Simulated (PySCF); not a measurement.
# C4H8 (methylcyclopropane): the cost of one run

Programs: PySCF 2.14.0, with density-fitted response routines of our own. Each step states its level of theory. These are calculated values for one molecule, in the gas phase or a continuum, unless marked as measured. Atoms are numbered from 0 throughout.

## 1. Starting geometry

12 atoms, charge 0, multiplicity 1; geometry from: GFN2-xTB. The atoms were then displaced at random by about 0.01 Å, so the start is not that level's minimum.

Bonds of the start (Å): C0–C1 1.53, C1–C2 1.50, C2–C3 1.50, C3–C1 1.47, C0–H4 1.06, C0–H5 1.10, C0–H6 1.10, C1–H7 1.08, C2–H8 1.05, C2–H9 1.10, C3–H10 1.10, C3–H11 1.08.

## 2. Relaxing the molecule at PBE0-D3(BJ)/def2-SVP

Job settings and geometry (Å):

```
{"job": {"xc": "PBE0", "basis": "def2-SVP", "d3": "d3bj", "grid": 1, "shake": 0.01, "kind": "geom"}, "charge": 0, "multiplicity": 1}
C      1.484540     0.099160     0.113690
C      0.115570    -0.198220    -0.499240
C     -1.005670    -0.715800     0.360070
C     -1.028180     0.676830    -0.196640
H      2.076570    -0.778760     0.158710
H      1.339450     0.532240     1.110230
H      2.002220     0.857990    -0.495480
H      0.199280    -0.591280    -1.506350
H     -1.648630    -1.461990    -0.010980
H     -0.796630    -0.823550     1.435680
H     -1.783130     0.870820    -0.969860
H     -0.915700     1.504270     0.491130
```

Launch:

```
OMP_NUM_THREADS=1 python probes_run.py task.json out
```

This one command runs all jobs of the session in turn.

**Question.** How long does this first job take on 1 thread of Intel Xeon Platinum 8488C, shared host, and how much memory does it need?

About 12 s, with a peak of 0.4 GiB.
